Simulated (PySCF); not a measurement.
A TDDFT job was run through a driver script with this input:

```
{"job": {"kind": "uv", "xc": "CAM-B3LYP", "basis": "def2-SVPD", "nstates": 8, "ntriplets": 3}, "charge": 0, "multiplicity": 1}
N      2.405164     0.606674     0.773574
C      1.468921     0.227869     0.236499
C      0.297135    -0.241881    -0.417886
C     -1.037826     0.180566     0.093786
S     -0.645767    -1.536922     0.446762
H      0.416771    -0.408247    -1.484747
H     -1.068770     0.835347     0.955242
H     -1.826570     0.346006    -0.627796
```

Output:

```
coarse grid: 7808 points
cycle   1  E = -568.5552600120  dE =  8.616e-01  |g| = 5.123e-01  |ddm| = 4.296e+00
cycle   2  E = -568.4243647240  dE =  1.309e-01  |g| = 9.573e-01  |ddm| = 2.223e+00
cycle   3  E = -568.6279424882  dE = -2.036e-01  |g| = 4.933e-02  |ddm| = 1.213e+00
cycle   4  E = -568.6282935359  dE = -3.510e-04  |g| = 4.183e-02  |ddm| = 1.997e-01
cycle   5  E = -568.6287368236  dE = -4.433e-04  |g| = 5.173e-03  |ddm| = 7.609e-02
cycle   6  E = -568.6287453114  dE = -8.488e-06  |g| = 1.260e-03  |ddm| = 1.813e-02
final grid: 72480 points
cycle   7  E = -568.6959266721  dE = -1.656e-05  |g| = 2.119e-03  |ddm| = 4.534e-02
cycle   8  E = -568.6959260916  dE =  5.805e-07  |g| = 2.787e-03  |ddm| = 1.005e-02
cycle   9  E = -568.6959279092  dE = -1.818e-06  |g| = 5.106e-04  |ddm| = 4.891e-03
cycle  10  E = -568.6959279570  dE = -4.776e-08  |g| = 2.483e-04  |ddm| = 8.034e-04
cycle  11  E = -568.6959279711  dE = -1.410e-08  |g| = 4.724e-05  |ddm| = 4.663e-04
cycle  12  E = -568.6959279719  dE = -8.056e-10  |g| = 1.224e-05  |ddm| = 1.474e-04
converged SCF energy = -568.6959279719

Static polarisability (au): isotropic 56.677, principal 45.817 52.928 71.287

Singlet excitations
state   eV       nm        f      main configurations
  1   4.5401    273.1   0.00132   H->L 0.95
  2   6.2457    198.5   0.01494   H->L+2 0.46, H->L+1 0.44
  3   6.6072    187.7   0.02730   H->L+1 0.50, H->L+2 0.44
  4   6.9922    177.3   0.04046   H-2->L 0.43, H-1->L 0.36
  5   7.2652    170.7   0.00735   H->L+3 0.63, H-2->L 0.14, H-1->L 0.10
  6   7.2796    170.3   0.10616   H-1->L 0.31, H->L+3 0.27, H-2->L 0.20
  7   7.4910    165.5   0.02183   H->L+4 0.55, H-1->L+1 0.11
  8   7.6298    162.5   0.02415   H->L+4 0.37, H-1->L+1 0.21, H->L+5 0.10

Triplet excitations (Tamm-Dancoff, eV): 4.0416 5.4948 5.6045
```

Method: PySCF, TDDFT CAM-B3LYP/def2-SVPD, vertical, gas phase, core orbitals frozen in the response. Geometry: GFN2-xTB; no solvent, vibrations or thermal averaging.

Problem. What is the gap between the lowest singlet and the lowest triplet?

Solution. 4.5401 − 4.0416 = 0.4985 eV (full response against Tamm–Dancoff).

Problem. Which orbital energies lie behind H and L?

Solution. HOMO -8.82 eV and LUMO -0.13 eV, a gap of 8.68 eV; state 1 differs from that by -4.14 eV.

Problem. How many basis functions and electrons does this run hold?

Solution. 131 basis functions for 44 electrons in 22 doubly occupied orbitals.

Problem. What transition dipole goes with state 6?

Solution. |μ|² = 3f / (2ΔE) = 3 × 0.1062 / (2 × 0.2675) ≈ 0.595 au, so |μ| = 1.96 D.

Problem. What share of the summed oscillator strength falls to the strongest level in this window?

Solution. State 6 at 170 nm: 0.1062 of 0.2435, or 44%.

Problem. Which species is it?

Solution. `N#C[C@@H]1CS1` (C3H3NS), point group C1.

The SCF starts on a coarse grid; the energy jumps when the final grid takes over, and dE counts afresh there. H and L stand for HOMO and LUMO.

On Arm Neoverse V2, one thread, on a shared host, this took 10 s of wall time.
